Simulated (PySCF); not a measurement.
Consider butyronitrile, `CCCC#N` (C4H7N). Optimised structure (Å), atoms numbered from 1:
```
C    -1.5717   -0.3527   -0.0049
C    -0.0825   -0.5722    0.1975
C     0.7282    0.6943   -0.0897
C     2.1622    0.5112    0.0959
N     3.2968    0.3425    0.2492
H    -2.1395   -1.2708    0.2045
H    -1.9558    0.4359    0.6616
H    -1.7964   -0.0508   -1.0402
H     0.2773   -1.3828   -0.4564
H     0.1194   -0.8995    1.2301
H     0.3999    1.5185    0.5657
H     0.5570    1.0343   -1.1250
```

Level of theory: ωB97X-D3(BJ)/ma-def2-TZVP single points in PySCF, grid level 2; every species was optimised with PBE0-D3(BJ)/def2-SVP. The prefix ma- adds one diffuse s and one diffuse p function on all atoms but H. Thermal corrections: PBE0-D3(BJ)/def2-SVP frequencies, unscaled, ideal gas at 298.15 K and 1 bar, quasi-RRHO entropy.

Q: What are the vertical and the adiabatic ionisation energy for forming the radical cation?

A: 11.84 eV vertical and 11.43 eV adiabatic, the latter with zero-point energy.

Q: Where does the unpaired spin of the relaxed radical cation sit?

A: N5 (nitrile nitrogen) 0.39, C2 (methylene carbon) 0.11, H (on C2) 0.09, C3 (carbon α to the nitrile) 0.09 (intrinsic atomic orbital populations).

Q: What oxidation potential follows in acetonitrile (IEF-PCM), given that Fc+/Fc comes at 4.54 V absolute with this functional and basis?

A: In the gas phase ΔG of oxidation is 11.395 eV, and solvation is -28.3 kJ/mol for the parent and -278.5 kJ/mol for the product, so the absolute potential is 8.80 V, or 4.26 V against Fc+/Fc. Fc+/Fc in acetonitrile, 4.54 V, is ωB97X-D3(BJ)/ma-def2-TZVP on PBE0-D3(BJ)/def2-SVP structures with GFN2-xTB thermal terms. Benchmark calculations put it near 5.0 V in acetonitrile and DMSO, so it is about 0.5 V low, and the value against it can read up to that much too high. The solvent is electrostatics only, on gas-phase structures; the absolute scale refers to an electron at rest in vacuum.

Q: How far is −ε(HOMO) from the vertical value by ΔSCF?

A: −ε(HOMO) = 11.76 eV, which is 0.08 eV below the ΔSCF value.
